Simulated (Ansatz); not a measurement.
One geometry of Al₃, several levels of theory.

```yaml
crystal:
  periodic: [false, false, false]
  atoms:
    - {symbol: Al, position_ang: [0.294533, 0.702766, -1.233869]}
    - {symbol: Al, position_ang: [0.384808, 0.577851, 1.273200]}
    - {symbol: Al, position_ang: [-0.679341, -1.280617, -0.039331]}
basis:
  gaussian: {orbitals: def2-TZVPP, initial_orbitals: start.molden}
magnetization: {spin_polarized: true, initial_magnetization: 1}
correlation: {method: ccsd_t}
scf: {omitted_lower_state_checks: [starts, cluster_reference]}
output: {orbitals: {seedname: orbitals}}
```

The file start.molden holds the orbitals of an earlier run on this structure, at another level or in another basis.

```sh
$ ansatz run in.yaml --threads 2 --pin off --events-out ev --progress --plain --max-ram 4352MiB
```

Shortened log:

```
Functional definition: HF
786 factors; integrals over basis functions are off by at most 6.9e-4 eV
mean field evaluation 1: about -19745.8437 eV, gradient 2.0e1 eV
mean field evaluation 2: about -19746.3939 eV, gradient 1.0e0 eV
mean field evaluation 4: about -19746.7405 eV, gradient 1.2e0 eV
mean field evaluation 8: about -19746.7601 eV, gradient 3.5e-3 eV
mean field evaluation 16: about -19746.7815 eV, gradient 3.5e-1 eV
mean field evaluation 32: about -19746.8898 eV, gradient 5.7e-4 eV
mean field -19746.88982033 eV, -725.6848159745 hartree, gradient 3.5e-6 eV, S^2 1.908800; 1 other end points of the search recorded, 0 dependent functions left out
15 core orbitals not correlated: weight in the atoms' cores, before any rotation towards them, 1.000 or more for the frozen orbitals, at most 0.000 for the correlated occupied ones
reference -19746.88982033 eV, -725.6848159745 hartree; 5, 4 occupied and 106, 107 virtual orbitals, 786 factors
second order -4.29396113 eV of doubles, -0.00000000 eV of singles
cycle   1  -4.79261391 eV  change   -5.0e-1 eV  update   1.4e-1
cycle   2  -5.21435288 eV  change   -4.2e-1 eV  update   7.3e-2
cycle   3  -5.36775351 eV  change   -1.5e-1 eV  update   5.4e-2
cycle   4  -5.43644497 eV  change   -6.9e-2 eV  update   3.7e-2
cycle   5  -5.48337032 eV  change   -4.7e-2 eV  update   2.7e-2
cycle   6  -5.51449627 eV  change   -3.1e-2 eV  update   2.1e-2
cycle   7  -5.54680042 eV  change   -3.2e-2 eV  update   1.6e-2
cycle   8  -5.57133611 eV  change   -2.5e-2 eV  update   9.9e-3
cycle   9  -5.56960416 eV  change    1.7e-3 eV  update   5.7e-3
cycle  10  -5.57341885 eV  change   -3.8e-3 eV  update   3.9e-3
cycle  11  -5.57497195 eV  change   -1.6e-3 eV  update   3.1e-3
cycle  12  -5.57586986 eV  change   -9.0e-4 eV  update   2.5e-3
cycle  13  -5.57776243 eV  change   -1.9e-3 eV  update   1.9e-3
cycle  14  -5.57759165 eV  change    1.7e-4 eV  update   1.3e-3
cycle  15  -5.57788600 eV  change   -2.9e-4 eV  update   8.7e-4
cycle  16  -5.57838259 eV  change   -5.0e-4 eV  update   6.5e-4
cycle  17  -5.57820267 eV  change    1.8e-4 eV  update   4.4e-4
cycle  18  -5.57770434 eV  change    5.0e-4 eV  update   2.9e-4
cycle  19  -5.57745706 eV  change    2.5e-4 eV  update   1.7e-4
cycle  20  -5.57753947 eV  change   -8.2e-5 eV  update   1.1e-4
cycle  21  -5.57767961 eV  change   -1.4e-4 eV  update   6.6e-5
cycle  22  -5.57776756 eV  change   -8.8e-5 eV  update   3.8e-5
cycle  23  -5.57779726 eV  change   -3.0e-5 eV  update   2.3e-5
cycle  24  -5.57779885 eV  change   -1.6e-6 eV  update   1.6e-5
cycle  25  -5.57778943 eV  change    9.4e-6 eV  update   1.1e-5
cycle  26  -5.57778375 eV  change    5.7e-6 eV  update   7.6e-6
perturbative correction -0.58897066 eV, -0.0216442727 hartree
Total energy: -19753.05657475 eV, -725.9114400194 hartree
Checks for a lower state left out: starts, cluster_reference
```

Run time 6.5 s (2 threads of Intel Xeon 6975P-C on a shared host), peak host memory 0.72 GiB.

First input, but with `gaussian: {orbitals: def2-TZVP, initial_orbitals: start.molden}`, `hamiltonian: {xc: pbe}`, `correlation: {method: rpa}`, `scf: {omitted_lower_state_checks: [starts]}` and without the key `output` (abridged; 1.2 s):

```
Functional definition: PBE
mean field -19778.19067402 eV, -726.8351011312 hartree, gradient 3.6e-6 eV, S^2 0.772114
15 core orbitals not correlated: weight in the atoms' cores, before any rotation towards them, 1.000 or more for the frozen orbitals, at most 0.000 for the correlated occupied ones
Total energy: -19755.94868192 eV, -726.0177229974 hartree
Checks for a lower state left out: starts
```

First input, but with `gaussian: {orbitals: 6-31G}`, `hamiltonian: {xc: {name: B3LYP}, dispersion: d4}`, `scf: {omitted_lower_state_checks: [starts]}` and without the key `correlation` (abridged; 0.45 s):

```
Functional definition: B3LYP
mean field evaluation 16: about -19788.0250 eV, gradient 3.8e-5 eV
mean field -19788.02499397 eV, -727.1965057232 hartree, gradient 1.4e-5 eV, S^2 0.770651
Total energy: -19788.21597529 eV, -727.2035241573 hartree
Checks for a lower state left out: starts
```

As the first input, with `gaussian: {orbitals: def2-TZVP, initial_orbitals: start.molden}`, `hamiltonian: {xc: pbe0, dispersion: d4}` and without the key `correlation`, `scf` (abridged; 3.6 s):

```
Functional definition: PBE0
mean field evaluation 16: about -19779.6527 eV, gradient 7.8e-3 eV
mean field evaluation 32: about -19779.5951 eV, gradient 5.0e-1 eV
mean field -19779.65267830 eV, -726.8888287974 hartree, gradient 8.4e-7 eV, S^2 0.805571; 5 other end points of the search recorded, 0 dependent functions left out
Total energy: -19779.74820541 eV, -726.8923393538 hartree
```

As the first input, with `gaussian: {orbitals: def2-TZVP, initial_orbitals: start.molden}`, `hamiltonian: {xc: {name: wB97M-V}}`, `scf: {omitted_lower_state_checks: [starts]}` and without the key `correlation` (abridged; 9.5 s):

```
Functional definition: wB97M-V
mean field -19787.36233957 eV, -727.1721536234 hartree, gradient 2.8e-6 eV, S^2 0.759962
Total energy: -19787.36237254 eV, -727.1721548350 hartree
Checks for a lower state left out: starts
```

Geometry: PBE0-D4/def2-TZVP.

B3LYP takes the VWN-RPA correlation. Correlated methods freeze 15 core orbitals. At CCSD(T)/def2-TZVPP T1 of the charge 0 doublet is large (up to 0.162), so the single-reference result is doubtful. At CCSD(T)/def2-TZVPP the charge 0 doublet is spin-contaminated (final ⟨S²⟩ up to 1.91, 0.75 for a pure state). The structure comes from a short search, and lower isomers may exist.
